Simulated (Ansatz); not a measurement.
# NH4+ with H2O: structure and interaction energy

Aim: relax the pair, then compute its interaction energy with counterpoise at many levels, up to CCSD(T).

Method: PBE0-D4 structure, single points in def2-TZVPPD; program: Ansatz 0.2.0, Gaussian basis.

Levels: PBE-D4, revPBE-D4, BLYP-D4, r2SCAN-D4, B97M-V, PBE0-D4, B3LYP-D4, HSE06-D4, wB97X-V, wB97M-V, B2PLYP, Hartree-Fock, MP2, CCSD, CCSD(T). The reference is CCSD(T) extrapolated to the basis limit.

Correlated methods freeze the cores. B3LYP uses VWN-RPA correlation. B2PLYP carries no dispersion term here.

27 further runs of the same task are left out: 27 set aside as unsound or not needed.

## (1) The starting structure

The pair, from a GFN2-xTB docking trial: 8 atoms, charge 1, spin multiplicity 1.

Atoms are counted from 1 here; the program's logs count them from 0.

Bond lengths: N1–H2 1.023 Å, N1–H3 1.022 Å, N1–H4 1.074 Å, N1–H5 1.024 Å, O6–H7 0.960 Å, O6–H8 0.962 Å. Angles: H2–N1–H3 109.4°, H2–N1–H4 109.6°, H2–N1–H5 109.8°, H3–N1–H4 108.9°, H3–N1–H5 109.6°, H4–N1–H5 109.5°, H7–O6–H8 107.6°.

Coordinates:

```tsv
atom	x (Å)	y (Å)	z (Å)
N1	0.15060	0.17750	-1.11330
H2	-0.34320	-0.54940	-1.63640
H3	1.15050	0.12340	-1.31700
H4	0.00170	0.02790	-0.06000
H5	-0.20540	1.09900	-1.38100
O6	-0.21090	-0.22100	1.46650
H7	0.04490	0.35920	2.18770
H8	-0.58820	-1.01650	1.85350
```

Atoms 1 to 5 are fragment A (NH4+), the rest fragment B (H2O).

## (2) A first relaxation in a small basis

File pre/in.yaml:

```yaml
crystal:
  periodic: [false, false, false]
  atoms:
    - {symbol: N, position_ang: [0.150600, 0.177500, -1.113300]}
    - {symbol: H, position_ang: [-0.343200, -0.549400, -1.636400]}
    - {symbol: H, position_ang: [1.150500, 0.123400, -1.317000]}
    - {symbol: H, position_ang: [0.001700, 0.027900, -0.060000]}
    - {symbol: H, position_ang: [-0.205400, 1.099000, -1.381000]}
    - {symbol: O, position_ang: [-0.210900, -0.221000, 1.466500]}
    - {symbol: H, position_ang: [0.044900, 0.359200, 2.187700]}
    - {symbol: H, position_ang: [-0.588200, -1.016500, 1.853500]}
basis:
  gaussian: {orbitals: def2-SVP}
total_charge: 1
hamiltonian: {xc: pbe, dispersion: d4}
relax: {f_tol: 0.03, max_steps: 250}
```

No record of the launch command was kept for these runs.

After this run come: Relaxation at PBE0-D4; CCSD(T)/def2-TZVPPD; MP2/def2-QZVPPD; Vibrations of the pair.

What does the calculation give? Wanted: interaction energy, CCSD(T)/CBS; of it Hartree-Fock; D4 term of PBE0-D4; shortest contact; lowest wavenumber.

As calculated:

| quantity | value |
| --- | --- |
| interaction energy, CCSD(T)/CBS | -21.28 kcal/mol |
| of it Hartree-Fock (basis limit) | -19.10 kcal/mol |
| D4 term of PBE0-D4 | -0.45 kcal/mol |
| shortest contact | H4–O6 1.59 Å |
| lowest wavenumber | 19i cm⁻¹ |

**Reading.** The pair is bound by 21.28 kcal/mol at fixed fragment shapes. Hartree-Fock gives 90 % of it, so electrostatics, induction and charge transfer lead. Among the functionals revPBE-D4 lands nearest to CCSD(T)/CBS (-0.06 kcal/mol) and PBE0-D4 farthest (-1.37 kcal/mol). By rung, the mean size of the error is: GGA 0.54, meta-GGA 0.60, hybrid 1.11, screened hybrid 1.35, range-separated hybrid 0.32, double hybrid 0.08 kcal/mol. PBE-D4 gives an interaction energy 1.25 kcal/mol too low, an error of 6 % of the reference. CCSD(T) moves by -0.73 kcal/mol from triple zeta to the limit; gaps between functionals far smaller than that don't rank them. A lower arrangement may exist.
